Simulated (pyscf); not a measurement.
Single points on ωB97X-D3(BJ)/def2-SVP structures (PySCF, gas phase).

PBE/def2-TZVP puts the barrier of O=Mo(F)(F)(F)–F (SMILES [O]=[Mo]([F])([F])([F])[F]) + H₂ (SMILES [H][H]) → O=MoH(F)(F)–F (SMILES [O]=[MoH]([F])([F])[F]) + HF (SMILES F) (four-centre exchange; singlet surface; F–Mo, H–H broken, H–Mo, F–H formed) at 34.6 kcal/mol and the reaction energy at +25.7 kcal/mol, from the separated reactants. What do B3LYP-D3(BJ)/def2-TZVP, PBE0-D3(BJ)/def2-TZVP, ωB97M-D3(BJ)/def2-TZVP give on the same structures?

B3LYP-D3(BJ): ΔE‡ = 37.9 kcal/mol, ΔE = +23.7 kcal/mol; PBE0-D3(BJ): ΔE‡ = 35.6 kcal/mol, ΔE = +21.8 kcal/mol; ωB97M-D3(BJ): ΔE‡ = 37.8 kcal/mol, ΔE = +21.0 kcal/mol. PBE's barrier lies under all of them, by 1.0 to 3.3 kcal/mol. Its reaction energy lies over all of them, by 2.0 to 4.7 kcal/mol. On the product side the descent ends in a complex, 6.4 kcal/mol under the separated species and 21.4 kcal/mol under the saddle at ωB97X-D3(BJ)/def2-TZVP. At the saddle there is also a short H–Mo contact that neither side keeps. One saddle was located; it need not be the lowest between these sides. Elements past Kr carry the def2 core potentials, without spin-orbit coupling.
